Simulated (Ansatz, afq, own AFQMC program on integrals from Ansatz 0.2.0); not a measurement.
# Where AFQMC and coupled cluster stand for Al₂HCl, singlet

```yaml
atoms:
  - { symbol: Al, position_ang: [0.0000, 0.1663, 2.5928] }
  - { symbol: Al, position_ang: [0.0000, -0.4686, 0.0098] }
  - { symbol: Cl, position_ang: [0.0000, 0.1975, -2.0108] }
  - { symbol: H, position_ang: [0.0000, 1.1475, 1.0581] }
```

Connectivity, by distances: Al–Al–Cl, 1 bridging H.

Basis cc-pVDZ. Only valence electrons are correlated. Integrals, coupled cluster, full CI and functionals: Ansatz 0.2.0; the random walks run on the same integrals in our own AFQMC program. ph-AFQMC/CISD is guided by a CISD state made of CCSD amplitudes; releasing the constraint for a short imaginary time cuts its bias at the price of noise, slowly where states lie close. Error bars are statistical, one sigma.

Determinant: UHF, the one that the program's search chose, which needn't be the lowest solution. The geometry is a PBE0/def2-TZVP stationary point of this or a neighbouring charge and spin state.

No full CI on the walks' own integrals is used here; CCSDT(Q) serves as the reference and is uncertain by about the last step of the cluster series.

Cautions: an unrestricted solution with more broken spin lies lower (18 meV, ⟨S²⟩ 0.25), while this determinant keeps restricted orbitals; the ph-AFQMC/CISD walk drifts between its halves (2.8 errors).

```
T1 diagnostic                               : 0.0149
weight of the determinant in the CISD state : 0.820
⟨S²⟩ of the determinant                     : 0.000
size of the correlated space                : 14 electrons in 44 orbitals
```

```tsv
level	correlation energy (eV)
MP2	-6.6276
CCSD	-7.7379
CCSD(T)	-7.9626
```

Q: Estimate where phaseless AFQMC with the Hartree–Fock trial lies against CCSD(T) on the same integrals.

A: 7.2 ± 5.5 kJ/mol below CCSD(T). The gap is under twice the noise, so this walk alone can't tell the two apart.

Reference: CCSDT(Q), correlation energy -8.019 eV. The released energy is read at 2.40 1/Eh (meV from the phaseless value at times in 1/Eh: 8 ± 21 at 0.24, 9 ± 19 at 0.51, 8 ± 17 at 0.99, 20 ± 16 at 1.62, -18 ± 25 at 2.40).

```tsv
level	E − E(reference) (kJ/mol)	share of correlation (%)
CCSD(T)	5.4	99.30
CCSDT	1.9	99.75
ph-AFQMC/HF	-1.7 ± 5.5	100.22
ph-AFQMC/CISD	0.5 ± 1.6	99.93
released AFQMC	-1.2 ± 2.5	100.16
```

A walk keeps the symmetry of its determinant, which the program's search chose and which needn't be the lowest solution, so a lower state of the same spin and another symmetry isn't excluded. Released energies are given only where the last usable release times agree within the noise; a slower fall can still hide under it.
